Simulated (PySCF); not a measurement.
## C2 and its ions

PBE0; basis C aug-pcseg-1; no relativity; PySCF 2.14. Neutral (UKS): triplet (σ ↑, π ↑), Re = 1.306 Å, ωe = 1721 cm⁻¹, De = 6.19 eV, HOMO -8.99 eV, LUMO -5.80 eV.

C₂⁻ (UKS): doublet (σ ↑), Re = 1.266 Å, ωe = 1865 cm⁻¹, De = 8.07 eV to C + C⁻. The energies at the minima are -75.80308 hartree for C2 and -75.92522 for C₂⁻.

Question: Work out the adiabatic electron affinity, without and with harmonic zero-point energies (1 hartree = 27.2114 eV, 1 eV = 8065.5 cm⁻¹), and the change of the bond length.

Answer: At PBE0: 0.12214 hartree = 3.324 eV between the minima; the zero-point term (1721.0 − 1865.0)/2 cm⁻¹ = -0.009 eV makes it 3.315 eV. Re changes by -4.0 pm against the neutral. The electron enters a π orbital; the charge polarises the partner, so the anion is bound more strongly.

States were picked by a PBE0 search and need not be the measured ground states.
